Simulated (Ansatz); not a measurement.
**Nudged elastic band run: B2H4S**

Input file:

```yaml
crystal:
  periodic: [false, false, false]
  atoms:
    - { symbol: B, position_ang: [-0.664795, 0.588419, -0.684883] }
    - { symbol: B, position_ang: [-0.03307, -0.007802, 0.768401] }
    - { symbol: S, position_ang: [1.337472, -1.161702, 0.906059] }
    - { symbol: H, position_ang: [-1.558112, 0.024295, -1.258592] }
    - { symbol: H, position_ang: [-0.243565, 1.597354, -1.18487] }
    - { symbol: H, position_ang: [-0.480329, 0.317199, 1.834462] }
    - { symbol: H, position_ang: [1.642409, -1.357773, -0.380587] }
basis:
  gaussian: { orbitals: def2-SVP }
hamiltonian:
  xc: hf
neb:
  order_check: false
  images: 9
  f_tol: 0.03
  max_iterations: 60
  final_atoms:
    - { symbol: B, position_ang: [-0.82570298, 0.72690061, -0.76780777] }
    - { symbol: B, position_ang: [0.08193076, -0.08791545, 0.41180996] }
    - { symbol: S, position_ang: [1.42886673, -1.19476695, -0.02843722] }
    - { symbol: H, position_ang: [-1.83028855, 0.25137473, -1.22589094] }
    - { symbol: H, position_ang: [-0.51459037, 1.82218777, -1.15342179] }
    - { symbol: H, position_ang: [-0.16405835, 0.06343636, 1.57704796] }
    - { symbol: H, position_ang: [1.82385277, -1.58122708, 1.1866898] }
  initial_path:
    images:
      - { positions_ang: [[-0.664795, 0.588419, -0.684883], [-0.03307, -0.007802, 0.768401], [1.337472, -1.161702, 0.906059], [-1.558112, 0.024295, -1.258592], [-0.243565, 1.597354, -1.18487], [-0.480329, 0.317199, 1.834462], [1.642409, -1.357773, -0.380587]] }
      - { positions_ang: [[-0.68648353, 0.59048413, -0.68735468], [-0.04114613, -0.02418239, 0.73561208], [1.26017512, -1.23641345, 0.82252286], [-1.61338221, 0.07557708, -1.22375264], [-0.24339456, 1.56329134, -1.21530435], [-0.4185807, 0.31074489, 1.81042455], [1.742822, -1.2795116, -0.24215782]] }
      - { positions_ang: [[-0.70817206, 0.59254926, -0.68982637], [-0.04922226, -0.04056278, 0.70282316], [1.18287824, -1.3111249, 0.73898673], [-1.66865242, 0.12685917, -1.18891328], [-0.24322412, 1.52922868, -1.24573871], [-0.35683239, 0.30429078, 1.7863871], [1.843235, -1.2012502, -0.10372863]] }
      - { positions_ang: [[-0.72986058, 0.59461439, -0.69229805], [-0.05729838, -0.05694318, 0.67003424], [1.10558136, -1.38583635, 0.65545059], [-1.72392262, 0.17814125, -1.15407392], [-0.24305368, 1.49516602, -1.27617306], [-0.29508409, 0.29783667, 1.76234965], [1.943648, -1.1229888, 0.03470055]] }
      - { positions_ang: [[-0.75154911, 0.59667952, -0.69476974], [-0.06537451, -0.07332357, 0.63724532], [1.02828448, -1.4605478, 0.57191446], [-1.77919283, 0.22942333, -1.11923456], [-0.24288325, 1.46110336, -1.30660741], [-0.23333579, 0.29138256, 1.7383122], [2.044061, -1.0447274, 0.17312974]] }
      - { positions_ang: [[-0.77323764, 0.59874465, -0.69724142], [-0.07345064, -0.08970396, 0.6044564], [0.95098761, -1.53525925, 0.48837832], [-1.83446304, 0.28070542, -1.0843952], [-0.24271281, 1.42704069, -1.33704177], [-0.17158749, 0.28492845, 1.71427475], [2.14447401, -0.966466, 0.31155892]] }
      - { positions_ang: [[-0.78373071, 0.62437584, -0.71135469], [-0.04237436, -0.08934626, 0.56592711], [1.04656343, -1.46716079, 0.38501521], [-1.83362814, 0.27483928, -1.11269435], [-0.29708832, 1.50607011, -1.30031777], [-0.17008166, 0.24063003, 1.6868294], [2.08034976, -1.08941822, 0.4865851]] }
      - { positions_ang: [[-0.79422378, 0.65000703, -0.72546796], [-0.01129808, -0.08898855, 0.52739782], [1.14213926, -1.39906233, 0.2816521], [-1.83279324, 0.26897314, -1.1409935], [-0.35146383, 1.58509953, -1.26359378], [-0.16857583, 0.19633162, 1.65938404], [2.01622551, -1.21237043, 0.66161127]] }
      - { positions_ang: [[-0.80471685, 0.67563823, -0.73958123], [0.0197782, -0.08863085, 0.48886853], [1.23771508, -1.33096387, 0.178289], [-1.83195835, 0.263107, -1.16929265], [-0.40583935, 1.66412894, -1.22686978], [-0.16707001, 0.1520332, 1.63193868], [1.95210126, -1.33532265, 0.83663745]] }
      - { positions_ang: [[-0.81520991, 0.70126942, -0.7536945], [0.05085448, -0.08827315, 0.45033925], [1.33329091, -1.26286541, 0.07492589], [-1.83112345, 0.25724087, -1.19759179], [-0.46021486, 1.74315836, -1.19014579], [-0.16556418, 0.10773478, 1.60449332], [1.88797702, -1.45827486, 1.01166363]] }
      - { positions_ang: [[-0.82570298, 0.72690061, -0.76780777], [0.08193076, -0.08791545, 0.41180996], [1.42886673, -1.19476695, -0.02843722], [-1.83028855, 0.25137473, -1.22589094], [-0.51459037, 1.82218777, -1.15342179], [-0.16405835, 0.06343636, 1.57704796], [1.82385277, -1.58122708, 1.1866898]] }
```

Command:

```bash
$ ansatz run input.yaml --threads 1 --pin off --max-ram 2048MiB --backend cpu --events-out ev --progress --plain --runs-dir out
```

Output, in part (warnings, iteration lines, the closing report on the highest movable image, with atoms numbered from 0):

```
NEB end point (image 0): max|allowed force component| = 5.806e-3 eV/Å (the criterion of neb.relax_end_points is 1.000e-2)
NEB end point (image 10): max|allowed force component| = 3.490e-3 eV/Å (the criterion of neb.relax_end_points is 1.000e-2)
NEB iter   1: max|band force component| = 2.467e1 eV/Å  barrier→ = 4.6897 eV  barrier← = 4.6720 eV  Δτ_max = 0.1681 Å  (296 SCF iters)
NEB iter   2: max|band force component| = 5.915e0 eV/Å  barrier→ = 0.9769 eV  barrier← = 0.9592 eV  Δτ_max = 0.1946 Å  (256 SCF iters)
NEB iter   3: max|band force component| = 2.756e0 eV/Å  barrier→ = 0.8047 eV  barrier← = 0.7870 eV  Δτ_max = 0.1295 Å  (253 SCF iters)
NEB iter   4: max|band force component| = 7.978e-1 eV/Å  barrier→ = 0.7279 eV  barrier← = 0.7102 eV  Δτ_max = 0.0424 Å  (233 SCF iters)
NEB iter   5: max|band force component| = 2.471e-1 eV/Å  barrier→ = 0.7281 eV  barrier← = 0.7105 eV  CI = image 5  Δτ_max = 0.0594 Å  (216 SCF iters)
NEB iter   6: max|band force component| = 1.150e-1 eV/Å  barrier→ = 0.7329 eV  barrier← = 0.7152 eV  CI = image 5  Δτ_max = 0.0117 Å  (215 SCF iters)
NEB iter   7: max|band force component| = 6.377e-2 eV/Å  barrier→ = 0.7318 eV  barrier← = 0.7141 eV  CI = image 5  Δτ_max = 0.0100 Å  (223 SCF iters)
NEB iter   8: max|band force component| = 2.842e-2 eV/Å  barrier→ = 0.7310 eV  barrier← = 0.7134 eV  CI = image 5  Δτ_max = 0.0095 Å  (213 SCF iters)
NEB iter   9: max|band force component| = 3.481e-2 eV/Å  barrier→ = 0.7306 eV  barrier← = 0.7129 eV  CI = image 5  Δτ_max = 0.0152 Å  (24 SCF iters)
NEB iter  10: max|band force component| = 4.107e-2 eV/Å  barrier→ = 0.7303 eV  barrier← = 0.7126 eV  CI = image 5  Δτ_max = 0.0076 Å  (213 SCF iters)
NEB iter  11: max|band force component| = 2.462e-2 eV/Å  barrier→ = 0.7301 eV  barrier← = 0.7125 eV  CI = image 5  Δτ_max = 0.0000 Å  (481 SCF iters)
Total energy: -12218.61229906 eV, -449.0257199175 hartree
Atom 0 at    -0.756157     0.597772    -0.695548 Å, force     0.000611    -0.006883     0.000454 eV/Å
Atom 1 at    -0.088629    -0.053018     0.704640 Å, force    -0.012287     0.013824     0.007352 eV/Å
Atom 2 at     0.959273    -1.605270     0.404656 Å, force     0.001942    -0.004430    -0.003829 eV/Å
Atom 3 at    -1.821237     0.221120    -1.106710 Å, force     0.003352     0.000352     0.000351 eV/Å
Atom 4 at    -0.157298     1.400067    -1.361317 Å, force     0.002637    -0.000764    -0.000181 eV/Å
Atom 5 at    -0.219305     0.340884     1.829087 Å, force     0.002709    -0.003252    -0.001525 eV/Å
Atom 6 at     2.083363    -0.901566     0.225182 Å, force     0.001036     0.001152    -0.002622 eV/Å
Dipole moment:     0.037447     0.287942     0.027207 e Å
```

The run converged. The band force fell under the threshold earlier too, but the program's further tests of the path sent the band on. A vibrational analysis at the climbing image gives one clearly imaginary mode, 543i cm⁻¹: a first-order saddle point.

Final band (atoms are numbered from 1 in the order of the input):

```tsv
image	path coordinate (Å)	energy (kcal/mol)	dihedral B1–B2–S3–H7 (°)
0	0.00	0.0	0
1	0.31	0.4	7
2	0.63	2.9	27
3	0.94	8.8	49
4	1.25	14.6	70
5	1.57	16.8	90
6	1.91	14.5	110
7	2.25	9.5	130
8	2.60	4.7	149
9	2.94	1.5	166
10	3.29	0.4	180
```

Run time: 45 s on 1 thread of Intel(R) Xeon(R) 6975P-C (Granite Rapids), with other jobs on the host, peak memory 0.13 GiB.
